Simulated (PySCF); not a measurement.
1-pyrroline, C4H7N.
Numbering: `[CH:1]1=[N:2][CH2:3][CH2:4][CH2:5]1` (hydrogens: H6 on C1; H7, H8 on C3; H9, H10 on C4; H11, H12 on C5)

The closed-shell ground state was solved at several levels (PySCF, density fitting, gas phase, non-relativistic). Geometry: GFN2-xTB; no solvent, vibrations or thermal averaging.

| level | basis functions | HOMO (eV) | LUMO (eV) | gap (eV) | dipole (D) |
| --- | --- | --- | --- | --- | --- |
| PBE0/pcSseg-1 | 120 | -7.31 | 0.30 | 7.61 | 2.14 |
| B3LYP/pcJ-1 | 205 | -7.02 | 0.07 | 7.09 | 2.11 |

Problem. What might CAM-B3LYP/def2-SVPD (156 basis functions) give for the same quantities?

Solution. HOMO -8.78 eV, LUMO 1.35 eV, gap 10.13 eV, dipole 2.21 D.

Problem. Over all these levels, which gives the widest orbital gap and which the narrowest?

Solution. CAM-B3LYP/def2-SVPD (range-separated hybrid) has the widest, 10.13 eV, and B3LYP/pcJ-1 (global hybrid, 20 % exact exchange) the narrowest, 7.09 eV. Functional and basis both differ between the two, so the spread mixes both effects.

Problem. How far do the dipole and the HOMO energy spread over the levels?

Solution. The dipole runs from 2.11 to 2.21 D (mean 2.15 D) and the HOMO from -8.78 to -7.02 eV.
